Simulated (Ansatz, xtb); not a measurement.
# Ranking isomers of NOS

4 gas-phase structures of NOS, found in a search over its isomers (lower ones may exist). Each was relaxed with GFN2-xTB:

A. `O=N[S]`, a doublet
B. `[N]=[O+][S-]`, a doublet
C. `[N]1OS1`, a doublet
D. `[N]=S=O`, a doublet

Q: Make a reasoned guess at their ranking by r2SCAN-D4/def2-SVP single-point energy.

A: Calculated order at r2SCAN-D4/def2-SVP: A (0.0), D (24.4), C (56.4), B (57.8) kcal/mol.

Energies above the lowest of each column, in kcal/mol; the last columns are at B3LYP/6-31G* geometries and were run for some of them only (a dash: not run or not comparable):

| structure | GFN2-xTB | HF/STO-3G | r2SCAN-D4/def2-SVP | B3LYP/6-31G* | CCSD(T)/def2-TZVPP |
| --- | --- | --- | --- | --- | --- |
| A | 0.0 | 0.0 | 0.0 | 0.0 | 0.2 |
| D | 18.0 | 57.8 | 24.4 | 19.3 | 0.0 |
| C | 31.1 | 11.7 | 56.4 | 42.0 | 35.0 |
| B | 47.7 | 12.1 | 57.8 | – | – |

CCSD(T)/def2-TZVPP has A and D within 1 kcal/mol of each other at the bottom, and every level picks one of them. CCSD(T)/def2-TZVPP orders those it was run on as D (0.0), A (0.2), C (35.0) kcal/mol. Less than 1 kcal/mol parts D and A, so the order within that pair means little. Frequencies (B3LYP/6-31G*) were run for A, C, D alone. Open shells are spin-unrestricted, some with notable spin contamination. Large T1 diagnostics make some coupled-cluster values less sure.

Over these structures GFN2-xTB departs from r2SCAN-D4/def2-SVP by 7.4 kcal/mol on average once a common shift is removed. A GFN2-xTB relaxation took about 0.032 s and the r2SCAN-D4/def2-SVP energy about 1.6 s on a shared host (Ansatz 0.2.0, xtb 6.7.1 (Pople sets with spherical d functions)).
